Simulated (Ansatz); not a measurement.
**Pulling the pair apart**

The pair of NH4⁺ (SMILES [NH4+], atoms 1–5) and HCl (SMILES Cl, atoms 6–7), both closed shells, in one local arrangement (a lower one may exist), relaxed at PBE0-D4/def2-TZVP:

N1  (-0.112, -0.032, -0.985)
H2  (-0.469, 0.871, -1.301)
H3  (-0.072, -0.049, 0.058)
H4  (0.823, -0.182, -1.371)
H5  (-0.733, -0.774, -1.313)
Cl6  (-0.237, -0.213, 2.217)
H7  (0.800, 0.378, 2.695)
(Å)

HCl is shifted rigidly along the line between the mean atom positions of the two fragments (negative: closer). Counterpoise interaction energies in kcal/mol. Computed with Ansatz 0.2.0 (basis: def2-TZVPPD); correlated methods freeze the cores. B3LYP uses VWN-RPA correlation.

```csv
shift (Å),HF,B3LYP-D4,MP2
-0.22,-3.08,-8.01,-6.75
-0.11,-4.86,-9.06,-7.86
0.00,-5.86,-9.42,-8.29
0.11,-6.33,-9.35,-8.30
0.26,-6.43,-8.81,-7.89
0.54,-5.81,-7.30,-6.62
1.09,-4.13,-4.68,-4.38
2.17,-2.14,-2.18,-2.13
```

Task: What does CCSD(T) give at these shifts? (An estimate is asked for; the value comes from the calculation.)

Result: Computed: -6.33, -7.52, -8.03, -8.08, -7.72, -6.50, -4.30, -2.08 kcal/mol. For zero shift, CCSD(T) at an estimated basis limit (MP2 extrapolated from triple and quadruple zeta, plus CCSD(T) − MP2 in triple zeta) gives -8.60 kcal/mol. These are counterpoise interaction energies, counted from the two frozen fragments.

No T1 diagnostic of these runs exceeds 0.007.

For scale, one of the runs: CCSD(T)/def2-TZVPPD, 173 basis functions, launched by `ansatz run in.yaml --threads 2 --pin off --events-out ev --progress --plain --max-ram 5222MiB`. The run took 18 s on 2 CPU threads of an Arm Neoverse V1 (shared host), with 1.4 GiB of host memory at its peak.
